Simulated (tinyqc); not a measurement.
Inside a calculation (part 2 of 2). Method: CCD on RHF in the sto-6g basis, frozen core, for H2O, spin multiplicity 1. Computed by tinyqc, a small Python program that keeps every step (integrals from PySCF). Command: `OMP_NUM_THREADS=1 python tinyqc.py 27049 27050 out.jsonl` (the two numbers bound the seeds that draw the settings). One thread of a shared host (Intel(R) Xeon(R) Processor @ 2.60GHz), about 0.2 s of CPU time with the checks.

Geometry (angstrom):
```
atom        x         y        z
O     0.00000   0.00000  0.00000
H     0.00000   0.83200  0.66400
H     0.00000  -0.82400  0.65800
```

## CCD: amplitude update 2

Amplitudes after update 1 (spin orbitals 1a, 1b, ...; amplitudes related by a flip of all spins are not repeated; the 24 largest):
```
from      to         t
3a 3b  7a 7b  -0.08494
4a 4b  6a 6b  -0.05883
3a 4b  6b 7a  -0.05720
3a 3b  6a 6b  -0.04715
4a 4b  7a 7b  -0.04399
3a 4b  6a 7b   0.03685
2a 2b  6a 6b  -0.03178
2a 4b  6a 6b  -0.03166
2a 3b  6a 7b   0.03054
5a 5b  6a 6b  -0.02429
3a 4a  6a 7a  -0.02035
2a 2b  7a 7b  -0.01938
2a 3b  6b 7a  -0.01744
5a 5b  7a 7b  -0.01324
2a 3a  6a 7a   0.01311
2a 4b  7a 7b   0.00483
3a 4b  6a 6b  -0.00444
3a 4b  7a 7b   0.00300
2a 3b  7a 7b   0.00209
2a 3b  6a 6b  -0.00185
3a 3b  6a 7b   0.00147
2a 4b  6b 7a   0.00145
2a 4b  6a 7b  -0.00126
4a 4b  6a 7b   0.00084
```

Two-electron integrals over orbitals (pq|rs), unique and non-zero (hartree); the lowest 1 orbital is frozen and left out:
```
(22|22) 0.72679     (32|22) -0.00092    (32|32) 0.13454     (33|22) 0.62635
(33|32) 0.00028     (33|33) 0.60745     (42|22) -0.01655    (42|32) -0.00040
(42|33) 0.00419     (42|42) 0.12925     (43|22) -0.00148    (43|32) 0.02533
(43|33) -0.00096    (43|42) 0.00174     (43|43) 0.05325     (44|22) 0.66796
(44|32) 0.00175     (44|33) 0.57779     (44|42) -0.09804    (44|43) -0.00149
(44|44) 0.72723     (52|52) 0.14903     (53|52) 0.00089     (53|53) 0.02726
(54|52) -0.04519    (54|53) -0.00049    (54|54) 0.05068     (55|22) 0.75411
(55|32) 0.00102     (55|33) 0.61183     (55|42) -0.07791    (55|43) -0.00207
(55|44) 0.70344     (55|55) 0.88066     (62|22) -0.13738    (62|32) -0.00241
(62|33) -0.07068    (62|42) -0.02813    (62|43) 0.00126     (62|44) -0.07127
(62|55) -0.14797    (62|62) 0.09789     (63|22) -0.00676    (63|32) 0.03718
(63|33) -0.00419    (63|42) 0.00292     (63|43) 0.03497     (63|44) -0.00460
(63|55) -0.00795    (63|62) 0.00386     (63|63) 0.07328     (64|22) -0.11706
(64|32) 0.00276     (64|33) -0.04722    (64|42) 0.04525     (64|43) 0.00212
(64|44) -0.12996    (64|55) -0.13940    (64|62) 0.06065     (64|63) 0.00639
(64|64) 0.08896     (65|52) -0.05347    (65|53) -0.00118    (65|54) -0.00357
(65|65) 0.03547     (66|22) 0.60240     (66|32) 0.00674     (66|33) 0.55805
(66|42) 0.05091     (66|43) 0.00474     (66|44) 0.54845     (66|55) 0.58330
(66|62) -0.09567    (66|63) 0.00344     (66|64) -0.04965    (66|66) 0.59098
(72|22) -0.00679    (72|32) 0.05045     (72|33) -0.00234    (72|42) -4.62e-05
(72|43) -0.03199    (72|44) -0.00440    (72|55) -0.00721    (72|62) 0.00168
(72|63) -0.03160    (72|64) 0.00334     (72|66) -0.00459    (72|72) 0.06607
(73|22) 0.15654     (73|32) 0.00344     (73|33) 0.08960     (73|42) -0.07850
(73|43) 2.07e-05    (73|44) 0.14728     (73|55) 0.19825     (73|62) -0.07135
(73|63) -0.00284    (73|64) -0.09465    (73|66) 0.04269     (73|72) -0.00465
(73|73) 0.15796     (74|22) -0.00220    (74|32) -0.07437    (74|33) -0.00134
(74|42) 0.00026     (74|43) -0.00894    (74|44) -0.00369    (74|55) -0.00323
(74|62) 0.00274     (74|63) -0.05136    (74|64) -0.00098    (74|66) -0.00644
(74|72) -0.01670    (74|73) -0.00489    (74|74) 0.07055     (75|52) -0.00255
(75|53) 0.02381     (75|54) 0.00019     (75|65) 0.00051     (75|75) 0.02469
(76|22) 0.00082     (76|32) -0.08945    (76|33) -0.00075    (76|42) 0.00224
(76|43) -0.05804    (76|44) -0.00258    (76|55) -0.00067    (76|62) -0.00127
(76|63) -0.06534    (76|64) -0.00350    (76|66) -0.00768    (76|72) 0.00596
(76|73) -0.00505    (76|74) 0.06027     (76|76) 0.11382     (77|22) 0.61315
(77|32) -0.00769    (77|33) 0.59157     (77|42) -0.01648    (77|43) -0.00518
(77|44) 0.58706     (77|55) 0.61246     (77|62) -0.06439    (77|63) -0.00929
(77|64) -0.04709    (77|66) 0.55642     (77|72) -0.00286    (77|73) 0.09221
(77|74) 0.00435     (77|76) 0.00790     (77|77) 0.60341
```

orbital energies (hartree): MO1 -20.51984, MO2 -1.23270, MO3 -0.56781, MO4 -0.45006, MO5 -0.39438, MO6 0.50529, MO7 0.61499

t_ij^ab D_ij^ab are set to the remaining terms of the spin-orbital equations, evaluated with the old amplitudes; for the doubles these are <ij||ab> + 1/2 <ab||ef> t_ij^ef + 1/2 <mn||ij> t_mn^ab + P(ij)P(ab) <mb||ej> t_im^ae + terms in t^2, D the orbital-energy denominators.

Amplitudes after update 2 (spin orbitals 1a, 1b, ...; amplitudes related by a flip of all spins are not repeated; the 24 largest):
```
from      to         t
3a 3b  7a 7b  -0.09084
4a 4b  6a 6b  -0.06332
3a 4b  6b 7a  -0.06141
3a 3b  6a 6b  -0.05205
4a 4b  7a 7b  -0.04784
3a 4b  6a 7b   0.04293
2a 4b  6a 6b  -0.03518
2a 2b  6a 6b  -0.03217
2a 3b  6a 7b   0.03208
5a 5b  6a 6b  -0.02569
2a 3b  6b 7a  -0.02037
2a 2b  7a 7b  -0.01906
3a 4a  6a 7a  -0.01848
5a 5b  7a 7b  -0.01283
2a 3a  6a 7a   0.01171
3a 4b  6a 6b  -0.00498
2a 4b  7a 7b   0.00393
3a 4b  7a 7b   0.00333
2a 3b  7a 7b   0.00229
2a 3b  6a 6b  -0.00202
2a 4b  6b 7a   0.00151
3a 3b  6a 7b   0.00151
2a 4b  6a 7b  -0.00136
4a 4b  6a 7b   0.00099
```

correlation energy = -0.0618023 hartree

## CCD: amplitude update 3

As before.

Amplitudes after update 3 (spin orbitals 1a, 1b, ...; amplitudes related by a flip of all spins are not repeated; the 24 largest):
```
from      to         t
3a 3b  7a 7b  -0.09312
4a 4b  6a 6b  -0.06535
3a 4b  6b 7a  -0.06294
3a 3b  6a 6b  -0.05379
4a 4b  7a 7b  -0.04920
3a 4b  6a 7b   0.04570
2a 4b  6a 6b  -0.03661
2a 3b  6a 7b   0.03250
2a 2b  6a 6b  -0.03219
5a 5b  6a 6b  -0.02621
2a 3b  6b 7a  -0.02158
2a 2b  7a 7b  -0.01877
3a 4a  6a 7a  -0.01724
5a 5b  7a 7b  -0.01246
2a 3a  6a 7a   0.01092
3a 4b  6a 6b  -0.00520
2a 4b  7a 7b   0.00350
3a 4b  7a 7b   0.00346
2a 3b  7a 7b   0.00237
2a 3b  6a 6b  -0.00209
3a 3b  6a 7b   0.00153
2a 4b  6b 7a   0.00153
2a 4b  6a 7b  -0.00139
4a 4b  6a 7b   0.00104
```

correlation energy = -0.0632632 hartree

## CCD: convergence

E_corr = 1/4 sum <ij||ab> t_ij^ab; stop when the norm of the change is below 1e-8.

Course of the amplitude iterations:
```
update  correlation energy (hartree)  norm of the change
0                         -0.0453520                   -
1                         -0.0578178            8.50e-02
2                         -0.0618023            3.26e-02
3                         -0.0632632            1.37e-02
4                         -0.0638444            5.97e-03
5                         -0.0640856            2.67e-03
6                         -0.0641882            1.23e-03
7                         -0.0642326            5.89e-04
8                         -0.0642520            2.89e-04
9                         -0.0642607            1.46e-04
10                        -0.0642646            7.52e-05
11                        -0.0642664            3.93e-05
12                        -0.0642672            2.08e-05
13                        -0.0642676            1.10e-05
14                        -0.0642678            5.88e-06
15                        -0.0642679            3.15e-06
16                        -0.0642679            1.69e-06
17                        -0.0642680            9.05e-07
18                        -0.0642680            4.86e-07
19                        -0.0642680            2.61e-07
20                        -0.0642680            1.40e-07
21                        -0.0642680            7.54e-08
22                        -0.0642680            4.05e-08
23                        -0.0642680            2.18e-08
24                        -0.0642680            1.17e-08
25                        -0.0642680            6.29e-09
```

Converged amplitudes (spin orbitals 1a, 1b, ...; amplitudes related by a flip of all spins are not repeated; the 24 largest):
```
from      to         t
3a 3b  7a 7b  -0.09500
4a 4b  6a 6b  -0.06739
3a 4b  6b 7a  -0.06386
3a 3b  6a 6b  -0.05447
4a 4b  7a 7b  -0.04976
3a 4b  6a 7b   0.04796
2a 4b  6a 6b  -0.03777
2a 3b  6a 7b   0.03268
2a 2b  6a 6b  -0.03218
5a 5b  6a 6b  -0.02658
2a 3b  6b 7a  -0.02244
2a 2b  7a 7b  -0.01851
3a 4a  6a 7a  -0.01590
5a 5b  7a 7b  -0.01204
2a 3a  6a 7a   0.01023
3a 4b  6a 6b  -0.00536
3a 4b  7a 7b   0.00355
2a 4b  7a 7b   0.00325
2a 3b  7a 7b   0.00242
2a 3b  6a 6b  -0.00213
3a 3b  6a 7b   0.00158
2a 4b  6b 7a   0.00154
2a 4b  6a 7b  -0.00143
4a 4b  6a 7b   0.00104
```

CCD total energy = -75.7344865 hartree

Converged in 25 updates.
